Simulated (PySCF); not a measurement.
# C2H4FOP: the cost of one run

The runs use PySCF 2.14.0, with density-fitted response routines of our own; the level of theory stands in each step. All values are computed, except where a source is named. Atoms are numbered from 0 throughout.

**1. The starting structure**

9 atoms, charge 0, multiplicity 1; geometry from: GFN2-xTB.

Bonds of the start (Å): O0–C1 1.40, C1–P2 1.89, P2–C3 1.67, C3–F4 1.35, O0–H5 0.96, C1–H6 1.10, C1–H7 1.09, C3–H8 1.08.

**2. Ultraviolet spectrum: CAM-B3LYP/def2-SVPD**

The job: settings as JSON, then the geometry in Å.

```
{"job": {"kind": "uv", "xc": "CAM-B3LYP", "basis": "def2-SVPD", "nstates": 8, "ntriplets": 3}, "charge": 0, "multiplicity": 1}
O     -1.978864     0.388479     0.853938
C     -0.850823    -0.154969     0.226053
P      0.634881     1.006852     0.312679
C      1.784778     0.014338    -0.383273
F      1.537964    -1.235051    -0.817945
H     -2.270180     1.174043     0.377253
H     -1.049650    -0.411840    -0.824550
H     -0.610157    -1.073357     0.768486
H      2.815611     0.297497    -0.537820
```

With the program's defaults for keys left out, this is: TDDFT CAM-B3LYP/def2-SVPD, vertical, gas phase, core orbitals frozen in the response.

Launch:

```
OMP_NUM_THREADS=1 python probes_run.py task.json out
```

The driver reads the jobs from task.json and runs them one after another.

Q: Estimate the wall time and peak memory of this first job on 1 thread of Arm Neoverse V1, shared host.

About 13 s, with a peak of 0.55 GiB.
